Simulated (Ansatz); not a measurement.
# BH₄+ (triplet): wave-function methods side by side at distance B1–H5 = 1.132 Å, cc-pVDZ

Aim: climb from Hartree-Fock through coupled cluster and multireference methods for BH₄+ (triplet) at one geometry and basis, and see what each rung misses.

Method: cc-pVDZ, core rule «outside noble gas», up to 1 orbitals frozen; program: Ansatz 0.2.0, Gaussian basis.

Plan: UHF; CCSD(T) on ROHF; CCSD(T) on UHF; BCCD(T) on ROHF; CISD; CCSDT(Q) on ROHF; CCSDT(Q) on UHF; CASSCF and MRCISD+Q, 4 electrons in 4 orbitals; CASSCF and NEVPT2, 4 electrons in 4 orbitals; CASSCF and MRCISD+Q, 6 electrons in 8 orbitals; CASSCF and NEVPT2, 6 electrons in 8 orbitals; Full CI.

17 further runs of the same task are left out: 12 that didn't finish, 5 set aside as unsound or not needed.

## 1. The geometry

The geometry derives from a PBE0/def2-TZVP stationary point (not a proven minimum). One bond is set to the value named and the two fragments are kept rigid.

5 atoms, charge 1, spin multiplicity 3.

Atoms are counted from 1 here; the program's logs count them from 0.

Bond lengths: B1–H2 1.256 Å, B1–H3 1.256 Å, B1–H4 1.256 Å, B1–H5 1.132 Å. Angles: H2–B1–H3 65.3°, H2–B1–H4 135.2°, H2–B1–H5 135.2°, H3–B1–H4 135.2°, H3–B1–H5 135.2°, H4–B1–H5 65.3°.

## 2. UHF

in.yaml

```yaml
crystal:
  periodic: [false, false, false]
  atoms:
    - {symbol: B, position_ang: [0.003254, -0.003264, -0.007049]}
    - {symbol: H, position_ang: [0.475728, 0.483030, 1.050255]}
    - {symbol: H, position_ang: [-0.482537, -0.474149, 1.051196]}
    - {symbol: H, position_ang: [-0.468659, 0.468138, -1.071326]}
    - {symbol: H, position_ang: [0.440568, -0.442006, -0.954512]}
basis:
  gaussian: {orbitals: cc-pVDZ}
total_charge: 1
magnetization: {spin_polarized: true, initial_magnetization: 2}
hamiltonian: {xc: hf}
output: {orbitals: {seedname: orbitals}}
```

The run is started by

```sh
$ ansatz run in.yaml --threads 1 --pin off --events-out ev --progress --plain --max-ram 2393MiB
```

Further steps of the session: CCSD(T) on ROHF; CCSD(T) on UHF; BCCD(T) on ROHF; CISD; CCSDT(Q) on ROHF; CCSDT(Q) on UHF; CASSCF and MRCISD+Q, 4 electrons in 4 orbitals; CASSCF and NEVPT2, 4 electrons in 4 orbitals; CASSCF and MRCISD+Q, 6 electrons in 8 orbitals; CASSCF and NEVPT2, 6 electrons in 8 orbitals; Full CI.

Before running them: what should the planned runs give, taken together? Wanted: FCI below the RHF energy; RMP2 from FCI; UMP2 from FCI; RCCSD from FCI; RCCSD(T) from FCI; UCCSD(T) from FCI; RCCSDT(Q) from FCI; UCCSDT(Q) from FCI; NEVPT2 pair from FCI.

The runs gave:

```
                         quantity                                                                                value
         FCI below the RHF energy                                                                           -3.1775 eV
                    RMP2 from FCI                                                                      +15.83 kcal/mol
                    UMP2 from FCI                                                                      +16.34 kcal/mol
                   RCCSD from FCI                                                                       +1.63 kcal/mol
                RCCSD(T) from FCI                                                                       +0.34 kcal/mol
                UCCSD(T) from FCI                                                                       +0.33 kcal/mol
               RCCSDT(Q) from FCI                                                                        0.00 kcal/mol
               UCCSDT(Q) from FCI                                                                       -0.01 kcal/mol
             NEVPT2 pair from FCI                                                                      +16.31 kcal/mol
          NEVPT2 valence from FCI                                                                      +10.01 kcal/mol
        MRCISD+Q valence from FCI                                                                       +0.12 kcal/mol
levels within 1 kcal/mol (43 meV)  RCCSD(T), UCCSD(T), BCCD(T), RCCSDT, UCCSDT, RCCSDT(Q), UCCSDT(Q), MRCISD+Q valence
                    T1 diagnostic                                                                                0.017
   effectively unpaired electrons                                                                                 2.02
```

**Reading.** RCCSD(T) lands +0.34 kcal/mol from the yardstick (0.5 % of the correlation energy). One determinant dominates. Of the multireference levels listed MRCISD+Q valence comes nearest in total energy (+0.12 kcal/mol), which doesn't show that its space is the better one. These misses are within one basis, not against nature; the frozen cores of restricted and unrestricted runs differ, which can shift their rows.
